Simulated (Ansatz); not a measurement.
Rutile CrO2 was calculated with PBE in Ansatz (plane waves, PAW).

Run with plane-wave cutoff 520 eV, 12×12×18 k mesh (along the axes of the cell as run), Fermi–Dirac smearing 0.05 eV, spin-polarised with parallel moments, scalar-relativistic PAW data made under PBE.

Properties against volume:

Shape and atoms are relaxed at each volume.

```json
[
 {"V (Å³/atom)": "9.231", "P (GPa)": "10.42", "c (Å)": "2.893", "a (Å)": "4.375"},
 {"V (Å³/atom)": "9.423", "P (GPa)": "4.90", "c (Å)": "2.907", "a (Å)": "4.410"},
 {"V (Å³/atom)": "9.616", "P (GPa)": "0.00", "c (Å)": "2.921", "a (Å)": "4.444"},
 {"V (Å³/atom)": "9.808", "P (GPa)": "-4.33", "c (Å)": "2.934", "a (Å)": "4.479"},
 {"V (Å³/atom)": "10.000", "P (GPa)": "-8.16", "c (Å)": "2.945", "a (Å)": "4.514"}
]
```

Note: the bulk modulus comes from volumes at which shape and atoms were relaxed.

Ansatz is a first-principles code.
